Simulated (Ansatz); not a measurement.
# C6H: the cost of one run

Computed with Ansatz 0.2.0 (the levels named in each step, unless a step's input says otherwise).

## Step 1: Starting point

Bond lengths: C1–C2 1.233 Å, C2–C3 1.339 Å, C3–C4 1.228 Å, C4–C5 1.341 Å, C5–C6 1.212 Å, C6–H7 1.049 Å. Angles: C1–C2–C3 162.7°, C2–C3–C4 179.8°, C3–C4–C5 177.4°, C4–C5–C6 179.7°, C5–C6–H7 179.7°.

Structure file:

```xyz
7

C     3.1763   -0.1430   -0.4548
C     1.9896   -0.2924   -0.1550
C     0.6669   -0.1152   -0.0433
C    -0.5455    0.0479    0.0632
C    -1.8721    0.1741    0.2102
C    -3.0704    0.2950    0.3419
H    -4.1080    0.4009    0.4509
```

## Step 2: A rough first relaxation, PBE-D4/def2-SVP

This run stands in another session on the same molecule. It ended at:

```xyz
7

C     3.2701   -0.1726   -0.4524
C     2.0072   -0.2624   -0.1781
C     0.6932   -0.1056   -0.0530
C    -0.5563    0.0291    0.0777
C    -1.8835    0.1672    0.2181
C    -3.1116    0.2990    0.3450
H    -4.1823    0.4125    0.4559
```

## Step 3: Relaxation, HF/STO-3G

input.yaml

```yaml
crystal:
  periodic: [false, false, false]
  atoms:
    - { symbol: C, position_ang: [3.2701095, -0.17259912, -0.4524423] }
    - { symbol: C, position_ang: [2.00715105, -0.26240797, -0.17812526] }
    - { symbol: C, position_ang: [0.6932055, -0.10563298, -0.05302057] }
    - { symbol: C, position_ang: [-0.55629915, 0.02912938, 0.07765768] }
    - { symbol: C, position_ang: [-1.88350926, 0.16721571, 0.21807441] }
    - { symbol: C, position_ang: [-3.1116475, 0.29900572, 0.34502552] }
    - { symbol: H, position_ang: [-4.18227013, 0.41252927, 0.45590054] }
magnetization:
  spin_polarized: true
  initial_magnetization: 1
basis:
  gaussian: { orbitals: STO-3G }
hamiltonian:
  xc: hf
relax:
  f_tol: 0.002
  max_steps: 150
```

Launch:

```
ansatz run input.yaml --threads 2 --pin off --max-ram 5120MiB --backend cpu --events-out ev --progress --plain --runs-dir out
```

**Question.** How long does this run take on 2 threads of Intel Xeon Platinum 8488C (Sapphire Rapids), shared host, and how much memory does it need?

About 3.9 s, with a peak of 0.1 GiB.
